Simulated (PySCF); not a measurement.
## HC(OH), triplet: data card

These are results of UPBE0 in PySCF with C def2-TZVP, H def2-TZVP, O def2-TZVP; no relativity; density-fitted integrals, not measurements.

The structure is a saddle point with 1 imaginary mode.

Z-matrix (Å, degrees; charge 0 multiplicity 3):
```
C
H  1 1.0847
O  1 1.3310 2 128.59
H  3 0.9642 1 111.70 2 0.00
```

```json
{"Point group": "Cs", "Bond lengths": "C–H 1.085 Å, C–O 1.331 Å, O–H 0.964 Å", "Bond angles": "C–O–H 111.7°, H–C–O 128.6°", "Dipole moment": "2.30 D", "Zero-point energy (real modes)": "62.8 kJ/mol", "Principal polarisabilities": "13.2, 14.6, 20.2 bohr³", "Lowest empty level (β)": "-1.72 eV", "Spin squared ⟨S²⟩": "2.005", "Highest occupied level (α)": "-5.17 eV", "Atomisation energy without zero-point energy": "1230 kJ/mol", "Rotational constants": "11.86, 1.117, 1.021 cm⁻¹", "Principal quadrupole moments (Buckingham, traceless) about the centre of mass": "-2.67, -0.05, 2.71 D Å"}
```

Harmonic modes (masses in u: C 12.000, H 1.008, O 15.995):
```json
{"symmetry": "a''", "ω (cm⁻¹)": "562i", "IR (km/mol)": "–", "μ (u)": "1.22"}
{"symmetry": "a'", "ω (cm⁻¹)": "985", "IR (km/mol)": "33.8", "μ (u)": "1.05"}
{"symmetry": "a'", "ω (cm⁻¹)": "1183", "IR (km/mol)": "139", "μ (u)": "1.68"}
{"symmetry": "a'", "ω (cm⁻¹)": "1346", "IR (km/mol)": "29.7", "μ (u)": "3.63"}
{"symmetry": "a'", "ω (cm⁻¹)": "3190", "IR (km/mol)": "10.9", "μ (u)": "1.09"}
{"symmetry": "a'", "ω (cm⁻¹)": "3801", "IR (km/mol)": "69.5", "μ (u)": "1.07"}
```

Charges (e):
```csv
atom,Mulliken,Löwdin,polar tensor,spin (Mulliken),Mayer order to C1
C1,-0.13,-0.32,0.18,1.83,–
H2,0.16,0.09,0.08,0.02,0.94
O3,-0.35,0.04,-0.55,0.12,1.17
H4,0.33,0.19,0.29,0.04,0.04
```
Other Mayer orders above 0.3: O–H 0.86.

Mulliken populations on C1: s 3.33, p 2.71, d 0.08, f 0.01.

Only a few start shapes were tried, so a lower isomer may exist. At this level a singlet minimum of Cs symmetry lies 81 kJ/mol below this structure.

The final relaxation and frequency run took 32 s on 2 threads of a shared Arm Neoverse V1 host, with 74 basis functions and 19 gradients; the process peaked at 0.88 GiB. Launch command: `OMP_NUM_THREADS=2 python axn.py task.json out`.
